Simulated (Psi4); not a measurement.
Reaction (SMILES): CCCl + 2 [H][H] (H2) → 2 C (CH4) + Cl (HCl)
B3LYP-D3(BJ)/def2-TZVP geometries, fixed; electronic energies without zero-point terms.

Effect of the grid (radial, spherical points) at B3LYP/cc-pV(T+d)Z with Psi4, against the last row, where the energy of full hydrogenation is -39.73 kcal/mol. Cost is core time over that of grid: 35, 110, rough, on shared machines of one kind.

| setting | grid points, largest species | largest shift of a total energy (mEh) | shift of the energy of full hydrogenation (kcal/mol) | cost |
|---|---|---|---|---|
| grid: 35, 110 | 29733 | 0.778 | -0.159 | 1× |
| grid: 50, 194 | 74780 | -0.030 | 0.013 | 1× |
| grid: 75, 302 | 171657 | 0.009 | -0.003 | 2× |
| grid: 99, 590 | 440352 | 0.000 | 0.000 | 3× |
| grid: 150, 974 | 1098164 | 0.000 | 0.000 | 5× |

Within 0.02 kcal/mol in the energy of full hydrogenation: grid: 50, 194; grid: 75, 302; grid: 99, 590. The largest shift is 0.778 mEh in a total energy and 0.159 kcal/mol in the difference.
